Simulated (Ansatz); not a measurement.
The same path of H₃OSi₂ (6 atoms, charge 0, multiplicity 2) was run twice with different band settings. Lost on the way: Si3–H4. Made: Si2–H4.

Theory: UKS PBE0/def2-mTZVP in Ansatz.

Relaxed end points:

```xyz
6
Properties=species:S:1:pos:R:3
O 0.819 -1.987 1.596
Si 0.844 -1.543 0.128
Si -0.263 0.582 -0.337
H -1.350 0.291 -1.310
H 0.750 1.462 -0.979
H -0.801 1.196 0.902
```

```xyz
6
Properties=species:S:1:pos:R:3
O 0.274 -2.104 1.073
Si 0.044 -1.144 -0.097
Si -0.266 1.111 0.154
H -0.105 -1.590 -1.515
H -0.086 1.976 -1.040
H 0.139 1.752 1.426
```

Common settings: spring 5.0 eV/Å²; optimiser quadratic models (default); start path through a guess of the saddle point; force threshold 0.05 eV/Å; iteration limit 60; end points relaxed.

| run | movable images | climbing image |
| --- | --- | --- |
| 1 | 7 | yes |
| 2 | 8 | no |

Problem. What does each run give, and how far can it be trusted?

Solution. Run 1: converged after 15 iterations, highest image 1.632 eV above the first end. A vibrational analysis at the climbing image gives one clearly imaginary mode, 995i cm⁻¹: a first-order saddle point.
Run 2: converged after 18 iterations, highest image 1.438 eV above the first end. No image climbed, so the highest image needn't sit at the top of the path.
